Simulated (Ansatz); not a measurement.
## [H···H···SiH3], doublet: the ladder up to UCCSDT(Q)

Geometry: a point of a hydrogen-transfer path between rigid fragments, not a stationary point.

```xyz
6

H    -2.7431    0.0000    0.0000
H    -1.3511    0.0000    0.0000
Si    0.0889    0.0000    0.0000
H     0.5389   -1.4163    0.0000
H     0.5389    0.7081   -1.2265
H     0.5389    0.7081    1.2265
```

Basis cc-pVTZ; Ansatz 0.2.0. Correlated methods freeze the noble-gas cores, which leaves 9 electrons in 99 orbitals. R marks a restricted (for open shells ROHF) determinant, U an unrestricted one. Active spaces: valence = (9e, 9o) chosen from the atoms' valence shells.

Full CI isn't at hand for all of this; UCCSDT(Q) serves as the reference, and is uncertain by about the last step of the cluster series. The frozen core follows each run's orbitals, which can shift R against U totals by a few meV.

- UHF ⟨S²⟩: 0.756
- T1 diagnostic (RCCSD): 0.0186
- largest doubles amplitude (RCCSD): 0.027
- T1 diagnostic (UCCSD): 0.0130

Task: From what is known of these methods and the diagnostics, rank them by the size of their error in total energy against UCCSDT(Q) in cc-pVTZ, smallest first (an estimate: the text doesn't fix the numbers).
A. UCCSD(T)
B. CASSCF (valence space)
C. UCCSD
D. UCCSDT
E. NEVPT2 (valence space)

Result: D (0.07 kcal/mol), A (0.58 kcal/mol), C (3.23 kcal/mol), E (25.64 kcal/mol), B (82.06 kcal/mol).

All errors are against UCCSDT(Q) in cc-pVTZ. Within each family the higher level lies nearer, as is usual though not guaranteed.

Natural occupations of CASSCF (valence space) about the gap: 1.987 1.980 1.978 1.978 1.000 0.027 0.017 0.017 0.016; effectively unpaired electrons, Σ n²(2−n)², 1.01.
